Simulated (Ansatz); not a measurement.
Worked example: correlation energy of H$_{3}$Ge–CH$_{3}$, singlet

Geometry: displaced at random from a stationary point.

```xyz
8

Ge   -0.3175    0.0004    0.0042
C     1.6350   -0.0071   -0.0078
H    -0.8144    1.4837   -0.0433
H    -0.9071   -0.7481    1.2267
H    -0.9505   -0.7214   -1.3233
H     1.9842   -1.0287   -0.0393
H     2.0235    0.5654    0.8605
H     2.0610    0.5045   -0.8920
```

Basis cc-pVDZ; Ansatz 0.2.0. Correlated methods freeze the noble-gas cores and the filled d shells of p-block atoms, which leaves 14 electrons in 56 orbitals. Prefix R: restricted or restricted open-shell reference. No spin–orbit coupling is included, and no scalar relativity.

Full CI isn't at hand for all of this; RCCSDT(Q) serves as the reference, and is uncertain by about the last step of the cluster series.

Runs differ by some tens of microhartree through their thresholds, so steps under 0.03 kcal/mol mean nothing.

| level | total energy (hartree) |
| --- | --- |
| RHF | -2116.682766 |
| RMP2 | -2116.938884 |
| RCCSD | -2116.981313 |
| RCCSD(T) | -2116.988451 |
| RCCSDT | -2116.989324 |
| RCCSDT(Q) | -2116.989663 |

Problem. What is the correlation energy at RCCSDT(Q), and what share of it do RMP2 and RCCSD(T) recover?

Solution. E(corr) = -2116.989663 − (-2116.682766) = -0.306897 hartree = -8.351 eV. RMP2: -0.256118 / -0.306897 = 83.45 %. RCCSD(T): -0.305685 / -0.306897 = 99.61 %.

Problem. By how many kcal/mol does RCCSD(T) miss RCCSDT(Q) (1 hartree = 627.509 kcal/mol), and which steps make up the rest?

Solution. -2116.988451 − (-2116.989663) = 0.001212 hartree = 0.76 kcal/mol. Steps: RCCSDT − RCCSD(T) = -0.55, RCCSDT(Q) − RCCSDT = -0.21 kcal/mol. That is within 1 kcal/mol of the reference in this basis, which itself misses far more of the correlation at the basis-set limit.
